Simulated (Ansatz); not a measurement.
Geometry optimisation, Ansatz 0.2.0, RKS PBE-D4/def2-SVP.

Input:

```yaml
crystal:
  periodic: [false, false, false]
  atoms:
    - { symbol: B, position_ang: [-0.947041, -0.001675, 0.176017] }
    - { symbol: H, position_ang: [1.194546, 0.125143, 1.219702] }
    - { symbol: C, position_ang: [1.854852, 0.050662, 0.33056] }
    - { symbol: H, position_ang: [1.839216, -0.978706, -0.074457] }
    - { symbol: H, position_ang: [1.54472, 0.763112, -0.457805] }
    - { symbol: H, position_ang: [2.882883, 0.303734, 0.655295] }
    - { symbol: H, position_ang: [-0.618175, -0.262371, -1.014411] }
basis:
  gaussian: { orbitals: def2-SVP }
hamiltonian:
  xc: pbe
  dispersion: d4
relax:
  f_tol: 0.03
  max_steps: 50
output:
  orbitals: {}
```

Run as:

```bash
$ ansatz run input.yaml --threads 1 --pin off --max-ram 2048MiB --backend cpu --events-out ev --progress --plain --runs-dir out
```

Task: Where does it end, and by what steps?

Result: The forces met the threshold. After 7 steps the energy has fallen by 0.099 eV; H2 moved furthest, 0.53 Å.

| step | energy less start (eV) | largest force component (eV/Å) | accepted |
| --- | --- | --- | --- |
| 0 | 0.0000 | 0.158 | yes |
| 1 | -0.0269 | 0.460 | yes |
| 2 | -0.0515 | 0.535 | yes |
| 3 | -0.0784 | 0.599 | yes |
| 4 | -0.0691 | 0.521 | no |
| 5 | -0.0965 | 0.111 | yes |
| 6 | -0.0981 | 0.068 | yes |
| 7 | -0.0989 | 0.017 | yes |

```xyz
7
Properties=species:S:1:pos:R:3
B -0.815 -0.014 0.426
H 0.878 0.142 0.799
C 1.863 0.055 0.217
H 1.978 -0.969 -0.182
H 1.888 0.797 -0.601
H 2.640 0.274 0.974
H -0.681 -0.285 -0.798
```

Whether the end is a true minimum wasn't checked by a vibrational analysis.

Time of the run: 5.2 s on 1 thread of Intel(R) Xeon(R) Platinum 8488C (Sapphire Rapids) (shared host), peak memory 0.12 GiB.
